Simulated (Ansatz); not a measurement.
Loss of CH4: C5H8O → C4H4O + CH4

Species: C5H8O (allyl vinyl ether) `C=CCOC=C`, singlet; C4H4O `C#COC=C`, singlet; CH4 (methane) `C`, singlet. This is a balance of energies; it says nothing on the path, which may need atoms to shift.

Shapes, held fixed at every level: PBE0-D4/def2-TZVP. Flexible molecules stand in one conformer, not always the lowest. Programs: Ansatz 0.2.0. The zero-point and thermal change to 298 K, harmonic and unscaled (PBE0-D4/def2-TZVP), is -15.9 kJ/mol.

| level | kind | ΔH(298 K) (kJ/mol) | less CCSD(T)/CBS estimate | CPU time (sum over the molecules) |
| --- | --- | --- | --- | --- |
| PBE-D4/def2-TZVPP | GGA | +165.8 | +0.8 | 15 s |
| r2SCAN-D4/def2-TZVPP | meta-GGA | +168.6 | +3.6 | 26 s |
| B3LYP-D4/def2-TZVPP | global hybrid | +157.0 | -8.0 | 25 s |
| BHLYP-D4/def2-TZVPP | global hybrid | +169.5 | +4.5 | 17 s |
| B2PLYP/def2-TZVPP | double hybrid | +149.6 | -15.4 | 35 s |
| MP2/def2-TZVPP | perturbation theory | +158.9 | -6.1 | – |
| CCSD(T)/def2-TZVPP | coupled cluster or CI | +163.7 | -1.3 | 30 min |
| CCSD(T)/CBS estimate | coupled cluster or CI | +165.0 | 0.0 | 33 min |

The highest level, CCSD(T)/CBS estimate, gives ΔH(298 K) = +165.0 kJ/mol; the levels span +149.6 to +169.5. The column of differences is taken from that level and isn't an error. No measured value is set beside it here. The CBS estimate extrapolates MP2 from def2-TZVPP and def2-QZVPP and adds CCSD(T) − MP2 in the triple-zeta set, cores frozen. Times are processor times on shared x86 and Arm servers, and rough.
